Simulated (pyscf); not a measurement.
Optimised with ωB97X-D3(BJ)/def2-SVP in PySCF. MP2 and CC: frozen core, UHF for open shells. ΔMP2 is the change of the MP2 total energy from the triple- to the quadruple-zeta basis.

Problem. Estimate by transition-state theory (the high-pressure limit) the rate constant of `[CH2][SH]` [doublet] → `[CH3][S]` [doublet] (doublet surface; H–S broken, C–H formed) at 600 K, with CCSD(T)/def2-TZVPP + ΔMP2(QZVPP) energies (ideal gas, 1 atm, RRHO with modes under 100 cm⁻¹ raised to 100, one conformer, R ln 2 for rigid chiral ones; no tunnelling).

Solution. The electronic barrier is 30.0 kcal/mol and the thermal terms add +0.7, so ΔG‡ = 30.7 kcal/mol. With k_BT/h = 1.25e+13 s⁻¹ and RT = 1.192 kcal/mol, k = 7.9e+01 s⁻¹; so small a molecule is far into fall-off at 1 atm, where the true rate is lower. Wigner's tunnelling factor for 1627i cm⁻¹ would be 1.63, likely too low at so high a frequency. A shift of 1 kcal/mol in the barrier changes k by a factor 2.3. This is the saddle that the search found; another between the same sides may lie lower. The CCSD(T) − MP2 part came from Ansatz, without density fitting, on the same reference.
